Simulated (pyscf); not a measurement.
F–GeH₂• + HF -> F–GeH₂• + HF (concerted two-bond exchange; doublet surface; F–Ge, F–H broken, F–Ge, F–H formed). Single points on ωB97X-D3(BJ)/def2-SVP structures (PySCF, gas phase). Correlated levels are frozen-core, on RHF or UHF. ΔMP2 is the change of the MP2 total energy from the triple- to the quadruple-zeta basis. Energies in eV from the separated reactants.

```
level                             barrier  reaction energy
--------------------------------  -------  ---------------
PBE/def2-TZVP                        0.31             0.00
r²SCAN/def2-TZVP                     0.40             0.00
PBE0-D3(BJ)/def2-TZVP                0.47             0.00
M06-2X/def2-TZVP                     0.53             0.00
ωB97M-D3(BJ)/def2-TZVP               0.53             0.00
MP2/def2-QZVPP                       0.67             0.00
CCSD(T)/def2-TZVPP + ΔMP2(QZVPP)        …             0.00
```

**Question.** Some entries are withheld; supply them.

**Answer.** 
- CCSD(T)/def2-TZVPP + ΔMP2(QZVPP), barrier: 0.68

On the reactant side the descent ends in a complex, 0.28 eV under the separated species and 0.83 eV under the saddle at ωB97X-D3(BJ)/def2-TZVP. On the product side the descent ends in a complex, 0.28 eV under the separated species and 0.82 eV under the saddle at ωB97X-D3(BJ)/def2-TZVP. At ωB97X-D3(BJ)/def2-TZVP the barrier from the zero used here is 0.55 eV. This is the saddle that the search found; another between the same sides may lie lower. The CCSD(T) − MP2 part came from Ansatz, without density fitting, on the same reference. The frozen core leaves the outer d or s,p core shells of the metals and heavy elements correlated in the MP2 and CC values, and def2-TZVPP describes them poorly, which can shift differences by a few kcal/mol. Elements up to Kr have no core potential and no relativistic terms here.
